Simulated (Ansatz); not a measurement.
in.yaml

```yaml
crystal:
  periodic: [false, false, false]
  atoms:
    - {symbol: Cl, position_ang: [0.000000, 0.000000, 0.000000]}
    - {symbol: Cl, position_ang: [0.000000, 0.000000, 2.015082]}
basis:
  gaussian: {orbitals: STO-3G}
magnetization: {spin_polarized: false}
correlation: {method: ccsdt_q, electrons: outside_noble_gas}
```

```sh
$ ansatz run in.yaml --threads 1 --pin off --events-out ev --progress --plain --max-ram 4096MiB --backend cpu
```

Q: Roughly how long does this take on 1 thread of AMD EPYC 7R13, shared host, and how much host memory?

A: 0.15 s wall and 0.1 GiB.

```
287 factors; integrals over basis functions are off by at most 2.9e-8 eV
mean field evaluation 1: about -24738.0091 eV, gradient 6.5e0 eV
mean field evaluation 2: about -24738.0428 eV, gradient 6.5e0 eV
mean field evaluation 4: about -24738.2466 eV, gradient 4.8e-2 eV
mean field evaluation 8: about -24738.2465 eV, gradient 2.3e-6 eV
mean field -24738.24650234 eV, -909.1137907753 hartree, gradient 2.3e-6 eV, S^2 0.000000; 0 other end points of the search recorded, 0 dependent functions left out
10 core orbitals not correlated: weight in the atoms' cores, before any rotation towards them, 1.000 or more for the frozen orbitals, at most 0.000 for the correlated occupied ones
reference -24738.24650234 eV, -909.1137907753 hartree; 7, 7 occupied and 1, 1 virtual orbitals, 287 factors
second order -0.52576116 eV of doubles, -0.00000000 eV of singles
cycle   1  -0.68747713 eV  change   -1.6e-1 eV  update   4.2e-2
cycle   2  -0.79008943 eV  change   -1.0e-1 eV  update   1.8e-2
cycle   3  -0.79236711 eV  change   -2.3e-3 eV  update   2.1e-3
cycle   4  -0.79300846 eV  change   -6.4e-4 eV  update   1.0e-3
cycle   5  -0.79268162 eV  change    3.3e-4 eV  update   3.6e-4
cycle   6  -0.79291095 eV  change   -2.3e-4 eV  update   7.7e-5
cycle   7  -0.79283672 eV  change    7.4e-5 eV  update   9.3e-6
cycle   8  -0.79285058 eV  change   -1.4e-5 eV  update   4.8e-6
cycle   9  -0.79285615 eV  change   -5.6e-6 eV  update   2.5e-6
cycle  10  -0.79286585 eV  change   -9.7e-6 eV  update   1.6e-6
cycle  11  -0.79286574 eV  change    1.1e-7 eV  update   2.5e-8
perturbative correction 0.00000000 eV, 0.0000000000 hartree
Total energy: -24739.03936808 eV, -909.1429280537 hartree
```

For the same geometry and basis full CI lies 0.0 meV higher.
